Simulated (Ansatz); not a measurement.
# C₂H₃ (quartet): from Hartree-Fock to the top rungs, def2-QZVPP

The task here is to estimate one member of a computed series from the others.

Method: def2-QZVPP, core rule «outside noble gas», up to 2 orbitals frozen; program: Ansatz 0.2.0, Gaussian basis.

Plan: UHF; ROHF; CCSD(T) on UHF.

2 further runs of the same task are left out: 2 set aside as unsound or not needed.

## The system

The geometry is a PBE0/def2-TZVP stationary point (not a proven minimum) of the parent state, kept for this charge and spin.

5 atoms, charge 0, spin multiplicity 4.

Atoms are counted from 1 here; the program's logs count them from 0.

Bond lengths: C1–C2 1.428 Å, C1–H3 1.121 Å, C1–H4 1.099 Å, C1–H5 1.099 Å. Angles: C2–C1–H3 91.4°, C2–C1–H4 118.1°, C2–C1–H5 118.1°, H3–C1–H4 106.6°, H3–C1–H5 106.6°, H4–C1–H5 112.4°.

Set-up of the first run:

in.yaml reads:

```yaml
crystal:
  periodic: [false, false, false]
  atoms:
    - {symbol: C, position_ang: [-0.011769, 0.000000, 0.594637]}
    - {symbol: C, position_ang: [-0.025439, 0.000000, -0.833034]}
    - {symbol: H, position_ang: [1.109363, -0.000004, 0.611143]}
    - {symbol: H, position_ang: [-0.332990, 0.912927, 1.114803]}
    - {symbol: H, position_ang: [-0.332996, -0.912924, 1.114803]}
basis:
  gaussian: {orbitals: "def2-QZVPP.json"}
magnetization: {spin_polarized: true, initial_magnetization: 3}
hamiltonian: {xc: hf}
output: {orbitals: {seedname: orbitals}}
```

Started as:

```console
$ ansatz run in.yaml --threads 1 --pin off --events-out ev --progress --plain --max-ram 2393MiB
```

Steps of the session up to this table: UHF; ROHF; CCSD(T) on UHF.

One of the session's tables, all rows but one given; the rest of the session is left out.

It belongs to the step «Misses and costs». 

```
  method  from UCCSD(T) (kcal/mol)
    ROHF                   +192.30
     UHF                         ?
    UMP2                    +22.28
   UCCSD                     +6.78
UCCSD(T)                         0
```

**Question.** Estimate the row for UHF.

The run gave: from UCCSD(T) (kcal/mol): +190.08. In the column «from UCCSD(T) (kcal/mol)» it lies between UMP2 (+22.28) and ROHF (+192.30).
